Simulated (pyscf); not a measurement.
HO–Sb(OH)–SH + water (H₂O) -> HO–Sb(OH)–OH + H₂S (four-centre exchange; singlet surface; S–Sb, H–O broken, O–Sb, H–S formed). Structures and frequencies: ωB97X-D3(BJ)/def2-SVP in PySCF. Energies in kcal/mol from the separated reactants.

```csv
level,barrier,reaction energy
ωB97X-D3(BJ)/def2-TZVP,11.7,+5.4
PBE/def2-TZVP,6.7,+3.5
B3LYP-D3(BJ)/def2-TZVP,[?],+3.2
M06-2X/def2-TZVP,8.9,+1.2
ωB97M-D3(BJ)/def2-TZVP,[?],[?]
HF/def2-TZVP,26.3,+0.2
```

Complete the blanks.


- B3LYP-D3(BJ)/def2-TZVP, barrier: 9.3
- ωB97M-D3(BJ)/def2-TZVP, barrier: 11.2
- ωB97M-D3(BJ)/def2-TZVP, reaction energy: +2.1

The functionals in the table span 5.0 kcal/mol in this barrier, from PBE to ωB97X-D3(BJ). On the reactant side the descent ends in a bound adduct, 10.5 kcal/mol under the separated species and 22.2 kcal/mol under the saddle at ωB97X-D3(BJ)/def2-TZVP. On the product side the descent ends in a complex, 6.6 kcal/mol under the separated species and 12.9 kcal/mol under the saddle at ωB97X-D3(BJ)/def2-TZVP. This is the saddle that the search found; another between the same sides may lie lower. Elements past Kr carry the def2 core potentials, without spin-orbit coupling.
